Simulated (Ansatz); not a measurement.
Wurtzite CdS, relaxed in Ansatz (plane waves) with several semilocal functionals. Each gives its own volume and its own bulk modulus:

```tsv
level	V0 (Å³/atom)	bulk modulus B0 (GPa)	ln V0	ln B0
LDA	23.850	67.77	3.1718	4.2161
r²SCAN	25.399	60.34	3.2347	4.1000
PBE	26.036	53.25	3.2595	3.9750
```

Task: Fit a straight line to ln B0 against ln V0. What does it predict for PBEsol, whose volume is 24.705 Å³/atom?

Result: With x = ln V0 and y = ln B0: means 3.22200 and 4.09703; Σ(Δx Δy) = -0.01052, Σ(Δx²) = 0.004088, so the slope is -2.57. At x = 3.2070 the line gives y = 4.09703 + (-2.57) × (3.2070 − 3.22200) = 4.1356, or 62.53 GPa. The run with PBEsol gives 61.21 GPa, -2.1 % from the line. The rows used scatter about it by up to 3.6 %, while the largest value lies 27 % above the smallest. For comparison, PBE's own equation of state has B′ = 4.6, the slope −d ln B/d ln V at a fixed functional; the two needn't agree, since functionals also differ at one volume.

Measured: 60.7 GPa (measured, temperature not stated, no zero-point or thermal correction, our sources range from 60.7 to 65.0; as tabulated in Toher et al. (2017), arXiv:1611.05714).

Ansatz's density-functional and Hartree–Fock values are scalar-relativistic unless marked +SOC, with PAW data made under PBE.

Ansatz is a program for electronic structure.
